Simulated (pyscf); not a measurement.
Optimised with ωB97X-D3(BJ)/def2-SVP in PySCF. MP2 and CC: frozen core, UHF for open shells. ΔMP2 is the change of the MP2 total energy from the triple- to the quadruple-zeta basis.

Question: H₃Si–AsH₂ + water (H₂O) -> AsH₃ + silanol (HO–SiH₃)
Surface: singlet. Broken: As–Si, H–O. Formed: As–H, O–Si. Give ΔE‡ and ΔE from CCSD(T)/def2-TZVPP + ΔMP2(QZVPP), relative to the separated reactants.

Answer: ΔE‡ = 1.47 eV, ΔE = -0.55 eV. Zero-point energy shifts the barrier by -0.01 eV. It is a four-centre exchange, with an imaginary mode of 627i cm⁻¹. This is the saddle that the search found; another between the same sides may lie lower. The CCSD(T) − MP2 part came from Ansatz, without density fitting, on the same reference. The frozen core leaves the outer d or s,p core shells of the metals and heavy elements correlated in the MP2 and CC values, and def2-TZVPP describes them poorly, which can shift differences by a few kcal/mol. Elements up to Kr have no core potential and no relativistic terms here.
